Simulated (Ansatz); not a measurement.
# H3O2: the cost of one run

Computed with Ansatz 0.2.0 (the levels named in each step, unless a step's input says otherwise).

### Step 1. The system as given

Bond lengths: O1–H3 0.962 Å, O1–H4 0.964 Å, O2–H5 0.957 Å. Angles: H3–O1–H4 107.7°.

Coordinates:

```xyz
5

O     0.2682    0.0575   -0.9989
O    -0.2738   -0.0657    1.0262
H     0.8491    0.7096   -0.5958
H    -0.6235    0.4234   -1.0057
H    -0.1379   -1.0026    1.1670
```

### Step 2. A rough first relaxation, PBE-D4/def2-SVP

This run stands in another session on the same molecule. It ended at:

```xyz
5

O     0.3373    0.0900   -1.1160
O    -0.4162   -0.0242    1.0093
H     0.9032    0.8457   -0.8584
H    -0.4498    0.2111   -0.4728
H    -0.2925   -1.0006    1.0306
```

### Step 3. Relaxation, PBE0-D4/def2-TZVPP

This run stands in another session on the same molecule. It ended at:

```xyz
5

O     0.3082    0.0657   -1.0879
O    -0.3680   -0.0812    1.2720
H     0.8592    0.6953   -0.6175
H    -0.5730    0.4430   -1.0393
H    -0.1442   -1.0007    1.0655
```

### Step 4. Frequencies, PBE0-D4/def2-TZVPP

The input, input.yaml:

```yaml
crystal:
  periodic: [false, false, false]
  atoms:
    - { symbol: O, position_ang: [0.30821668, 0.06572685, -1.08790607] }
    - { symbol: O, position_ang: [-0.36801542, -0.08121333, 1.27202088] }
    - { symbol: H, position_ang: [0.8591626, 0.69530745, -0.61750206] }
    - { symbol: H, position_ang: [-0.57300848, 0.4429591, -1.03931209] }
    - { symbol: H, position_ang: [-0.14422539, -1.00065005, 1.06548934] }
magnetization:
  spin_polarized: true
  initial_magnetization: 1
basis:
  gaussian: { orbitals: def2-TZVPP }
hamiltonian:
  xc: pbe0
  dispersion: d4
phonons: {}
```

Started as:

```console
> ansatz run input.yaml --threads 2 --pin off --max-ram 5120MiB --backend cpu --events-out ev --progress --plain --runs-dir out
```

Q: Estimate wall time and peak memory on 2 threads of Intel Xeon at 2.50GHz (Skylake/Cascade Lake), shared host.

About 62 s, with a peak of 0.2 GiB.
